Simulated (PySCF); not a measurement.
## CS⁺: from constants to spectrum

ROHF-CCSD(T) constants of CS⁺, ²Σ⁺ (doublet), unpaired electrons σ ↑ (PySCF, no relativity, basis sets C aug-pcseg-1, S aug-pcseg-1; masses 12.0000 and 31.9721 u):

* ωe: 1364.4 cm⁻¹
* ωexe: 8.06 cm⁻¹
* Be: 0.8422 cm⁻¹
* αe: 0.00637 cm⁻¹
* De to C + S⁺: 5.44 eV

Q: What force constant and bond length do these constants imply?

A: Reduced mass μred = 8.7252 u; k = 5.8918×10⁻⁷·μred·ωe² (u, cm⁻¹, mdyn/Å) = 9.57 mdyn/Å; Re = √(16.8576/(μred·Be)) (u, cm⁻¹, Å) = 1.515 Å.

Q: Estimate the centrifugal constant D from the Kratzer relation and find the Dunham coefficient a1.

A: D = 4Be³/ωe² = 1.28e-06 cm⁻¹; a1 = −1 − αeωe/(6Be²) = -3.04.

Correlated steps freeze 6 core orbitals. Correlated levels converge slowly with the basis: in double zeta they bind strong bonds too weakly, by up to about 1 eV, and carry superposition errors of some tenths. For an ion De counts to the pair picked by the measured ionisation energies or electron affinities, which need not be the lowest pair at this level. The state is the lowest determinant that a PBE0 search found; another state may lie lower at other levels.
